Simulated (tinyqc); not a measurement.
Stretching all distances: RHF, UHF, MP2, CISD and CCSD against full CI in the sto-3g basis, for HF, spin multiplicity 1. Computed by the program tinyqc with PySCF. Command: `OMP_NUM_THREADS=1 python tinyqc.py 115590 115591 out.jsonl`; one thread of a shared host (Intel(R) Xeon(R) Processor @ 2.60GHz), about 5 s.

Geometry (angstrom):

| atom | x | y | z |
|---|---|---|---|
| F | 0.0000 | 0.0000 | 0.0000 |
| H | 0.0000 | 0.0000 | 0.8180 |

All coordinates are multiplied by the scale. c0^2 is the weight of the RHF determinant in the lowest singlet FCI state (UHF is spin-contaminated and may lie near states of higher spin) and n(LUMO) the first natural occupation beyond the occupied space.

Full CI energy (hartree) and errors against it (kcal/mol):

| scale | distance 1-2 (angstrom) | E(FCI) | RHF | UHF | MP2 | CISD | CCSD | <S^2> UHF | c0^2 | n(LUMO) |
|---|---|---|---|---|---|---|---|---|---|---|
| 0.950 | 0.777 | -98.52971 | 10.547 | 10.547 | 3.029 | 0.000 | 0.000 | 0.000 | 0.992 | 0.015 |
| 1.180 | 0.965 | -98.60245 | 18.651 | 18.651 | 6.388 | 0.000 | 0.000 | 0.000 | 0.981 | 0.037 |
| 1.420 | 1.162 | -98.58533 | 31.506 | 31.506 | 12.346 | 0.000 | 0.000 | 0.000 | 0.957 | 0.085 |
| 1.650 | 1.350 | -98.54804 | 48.630 | 37.077 | 20.715 | 0.000 | 0.000 | 0.467 | 0.916 | 0.167 |
| 1.890 | 1.546 | -98.51157 | 71.373 | 26.703 | 31.711 | 0.000 | 0.000 | 0.762 | 0.852 | 0.292 |
| 2.120 | 1.734 | -98.48599 | 96.480 | 15.910 | 42.733 | 0.000 | 0.000 | 0.890 | 0.779 | 0.439 |
| 2.360 | 1.930 | -98.46967 | 123.258 | 8.201 | 51.790 | 0.000 | 0.000 | 0.951 | 0.704 | 0.589 |
| 2.590 | 2.119 | -98.46126 | 146.774 | 4.059 | 55.675 | 0.000 | 0.000 | 0.978 | 0.644 | 0.709 |

UHF parts from RHF first at scale 1.65 of those listed, where <S^2> leaves zero. The weight c0^2 goes from 0.99 to 0.64 and n(LUMO) from 0.02 to 0.71: static correlation grows as the bonds break into open-shell fragments. The spread of the error along the curve, which distorts its shape, is CISD 0.0, CCSD 0.0, UHF 33.0, MP2 52.6, RHF 136.2 kcal/mol. With one virtual orbital CISD and CCSD are exact.
